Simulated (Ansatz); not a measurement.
Ansatz (a program for electronic structure) input:

Ansatz 0.2 input:
```yaml
crystal:
  periodic: [false, false, false]
  atoms:
    - {symbol: S, position_ang: [-0.00000000, -0.00000000, -0.07935692]}
    - {symbol: H, position_ang: [0.00000000, 0.00000000, 1.26971067]}
basis:
  gaussian:
    orbitals: 6-31G*
hamiltonian:
  xc: {name: PBE0}
total_charge: -1
```

What final total energy does it print?

-398.64516 Eh (PBE0/6-31G*).

Whether it binds its extra electron was not tested at this geometry.
